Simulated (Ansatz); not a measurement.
The same path of H$_{4}$Si (5 atoms, charge 0, multiplicity 1) was run twice with different band settings.

The calculation used RKS LDA/def2-TZVP (Ansatz).

Relaxed end points:

```xyz
5
Properties=species:S:1:pos:R:3
Si 0.241 0.000 0.171
H 0.241 0.000 1.664
H 1.649 0.000 -0.327
H -0.463 1.219 -0.327
H -0.463 -1.219 -0.327
```

```xyz
5
Properties=species:S:1:pos:R:3
Si 0.257 0.000 -0.669
H 0.625 0.000 1.025
H 1.386 0.000 0.531
H -0.531 1.127 -0.017
H -0.531 -1.127 -0.017
```

Common settings: spring 5.0 eV/Å²; optimiser quadratic models (default); start path through a guess of the saddle point; force threshold 0.03 eV/Å; iteration limit 60; end points relaxed.

| run | movable images | climbing image |
| --- | --- | --- |
| 1 | 5 | yes |
| 2 | 1 | no |

What does each run give, and how far can it be trusted?

Run 1: converged after 7 iterations, highest image 2.012 eV above the first end. A vibrational analysis at the climbing image gives one clearly imaginary mode, 869i cm⁻¹: a first-order saddle point.
Run 2: converged after 7 iterations, highest image 1.932 eV above the first end. The highest image is an end point: on this band no image between the ends rises above it. So few images can step over the top or miss a turn of the path.
